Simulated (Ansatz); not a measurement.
`C=C1C=C1C`. Charge 0, multiplicity 1. The geometry is a stationary point of PBE0-D4/def2-TZVP.

```xyz
11

C     0.717    1.902    0.662
C    -0.013    0.964    0.071
C    -1.108    0.521   -0.735
C    -0.305   -0.402   -0.247
C     0.073   -1.811   -0.099
H     0.461    2.949    0.569
H     1.586    1.638    1.251
H    -1.977    0.759   -1.327
H     0.090   -2.082    0.961
H    -0.611   -2.474   -0.628
H     1.087   -1.964   -0.479
```

Question: What is the dipole moment at B3LYP/def2-TZVPP? (Estimate.)

Answer: Ansatz gave: 2.61 D, with components (-0.95, -2.28, -0.86) D in this frame, pointing from negative to positive charge.

Question: And with PBE, r2SCAN, ωB97M-V? (Best estimate.)

Answer: The calculation gave: PBE 2.56 D, r2SCAN 2.68 D, ωB97M-V 2.66 D.

Question: Give the Mulliken charges with B3LYP, PBE, r2SCAN in def2-TZVPP. (Best estimate.)

Answer: Ansatz gave: 
```csv
atom,B3LYP,PBE,r2SCAN
C1,-0.31,-0.28,-0.33
C2,0.01,-0.01,0.11
C3,-0.12,-0.10,-0.09
C4,-0.02,-0.03,-0.06
C5,-0.21,-0.20,-0.12
H6,0.08,0.08,0.08
H7,0.08,0.07,0.07
H8,0.19,0.16,0.14
H9,0.11,0.11,0.07
H10,0.09,0.09,0.06
H11,0.11,0.11,0.07
```

B3LYP here is the variant with VWN-RPA as its local correlation; programs differ in this.
